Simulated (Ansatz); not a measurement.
**BF: one species, many methods**

How much do the methods differ for BF? The plan is to run it at one geometry with functionals of several rungs and with coupled cluster, and see how far each lands from CCSD(T) at the basis-set limit for the atomisation energy.

The runs use Ansatz 0.2.0, Gaussian basis; functionals in def2-TZVPP, the program's frozen cores in correlated methods.

Levels to be run: LDA (SPW92), PBE-D4, revPBE-D4, BLYP-D4, r2SCAN-D4, B97M-V, PBE0-D4, B3LYP-D4, r2SCANh-D4, r2SCAN0-D4, HSE06-D4, BHLYP-D4, CAM-B3LYP-D4, LC-ωPBE, ωB97X-V, ωB97M-V, B2PLYP, PBE-QIDH; CCSD(T)/def2-SVP; CCSD(T)/def2-TZVPP; CCSD(T)/def2-QZVPP; extrapolation to the limit; RPA on PBE.

### 1 The relaxed structure

All runs share one geometry, relaxed beforehand with PBE0-D4 in a triple-zeta def2 set.

SMILES `[B]F`, 2 atoms, charge 0, spin multiplicity 1.

Atoms are counted from 1 here; the program's logs count them from 0.

Bond lengths: B1–F2 1.263 Å.

### 2 LDA

This LDA is Slater exchange with PW92 correlation.

in.yaml

```yaml
crystal:
  periodic: [false, false, false]
  atoms:
    - {symbol: B, position_ang: [0.000000, -0.000000, -0.009364]}
    - {symbol: F, position_ang: [-0.000000, 0.000000, 1.253754]}
basis:
  gaussian: {orbitals: def2-TZVPP}
hamiltonian: {xc: lda}
output: {orbitals: {seedname: orbitals}}
```

The run is started by

```sh
$ ansatz run in.yaml --threads 2 --pin off --events-out ev --progress --plain --max-ram 32768MiB --backend cpu
```

The runs that follow: PBE-D4 (GGA); revPBE-D4 (GGA); BLYP-D4 (GGA); r2SCAN-D4 (meta-GGA); B97M-V (meta-GGA); B3LYP-D4 (hybrid); r2SCANh-D4 (hybrid); r2SCAN0-D4 (hybrid); HSE06-D4 (hybrid); BHLYP-D4 (hybrid); CAM-B3LYP-D4 (range-separated); LC-ωPBE (range-separated); ωB97X-V (range-separated); ωB97M-V (range-separated); B2PLYP (double hybrid); PBE-QIDH (double hybrid); CCSD(T) in def2-SVP; CCSD(T) in def2-TZVPP; CCSD(T) in def2-QZVPP; RPA on PBE orbitals.

Before running them: what should the planned runs give, taken together? Wanted: atomisation energy, CCSD(T)/CBS; farthest beyond LDA; mean size of error, GGA; mean size of error, meta-GGA; mean size of error, hybrid; mean size of error, range-separated; mean size of error, double hybrid; gap, smallest and largest; T1 diagnostic.

**Answer**, as computed:

```
                               quantity                                      value
        atomisation energy, CCSD(T)/CBS                             181.8 kcal/mol
functionals within 0.9 kcal/mol (0.5 %)                      CAM-B3LYP-D4, LC-ωPBE
                    farthest beyond LDA                  BHLYP-D4 (-10.3 kcal/mol)
                mean size of error, GGA                               2.8 kcal/mol
           mean size of error, meta-GGA                               1.6 kcal/mol
             mean size of error, hybrid                               4.5 kcal/mol
    mean size of error, range-separated                               1.4 kcal/mol
      mean size of error, double hybrid                               1.9 kcal/mol
              gap, smallest and largest  4.49 eV (LDA (SPW92)), 12.19 eV (LC-ωPBE)
                          T1 diagnostic                                     0.0160
triples share of the correlation energy                                      3.1 %
```

In words: LDA overbinds by 28.7 kcal/mol (16 %). PBE-D4 is off by +5.2 kcal/mol. Double hybrids carry the basis error of their MP2 part in triple zeta, and no dispersion term here, so their miss is partly the set-up's. By mean error the best rung here is range-separated (1.4 kcal/mol) and the worst beyond LDA is hybrid (4.5 kcal/mol). The gap between the best rungs is small, so their order is not settled. The mean of the hybrids holds BHLYP, with half exact exchange. RPA and LDA stand outside this count. The reference freezes the cores and leaves out relativity and excitations past (T), so misses under about 0.9 kcal/mol can't be ranked. Hartree-Fock recovers 75 % of the binding; the rest is correlation. CCSD(T) in def2-SVP is off by -7.2 kcal/mol, which most functionals beat. The gap grows from 4.5 to 12.2 eV across the functionals, mostly with the share of exact exchange.
